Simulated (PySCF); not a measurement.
Delta-SCF ions had no search for a lower state. Excitations are Tamm–Dancoff values on a coarser integration grid. The basis has no diffuse functions, so Rydberg states are missing or too high.

Cartesian coordinates (Å):
```xyz
9

C      1.1484    -0.1565    -0.0767
O      0.0559     0.4634    -0.6740
C     -1.1412     0.2162    -0.0102
H      1.0410    -1.2606    -0.0518
H      1.3064     0.1878     0.9662
H      2.0450     0.0910    -0.6626
H     -1.9447     0.7405    -0.5467
H     -1.3881    -0.8651     0.0188
H     -1.1227     0.5832     1.0368
```
Charge 0, multiplicity 1.

Question: What is the computed brightest of the four lowest singlets (TDA), S1–T1 gap (TDA), vertical ionisation energy (Delta-SCF), S1 excitation (TDA), S1 oscillator strength, T1 excitation (TDA), HOMO–LUMO gap and LUMO (PBE0-D3(BJ)/def2-TZVP // PBE0-D3(BJ)/def2-SVP run with PySCF)?

Answer: 
```
Quantity                                       Value
-------------------------------------------  -------
brightest of the four lowest singlets (TDA)  7.40 eV
S1–T1 gap (TDA)                              0.31 eV
vertical ionisation energy (Delta-SCF)       9.88 eV
S1 excitation (TDA)                          7.40 eV
S1 oscillator strength                         0.067
T1 excitation (TDA)                          7.09 eV
HOMO–LUMO gap                                8.81 eV
LUMO                                         1.38 eV
```
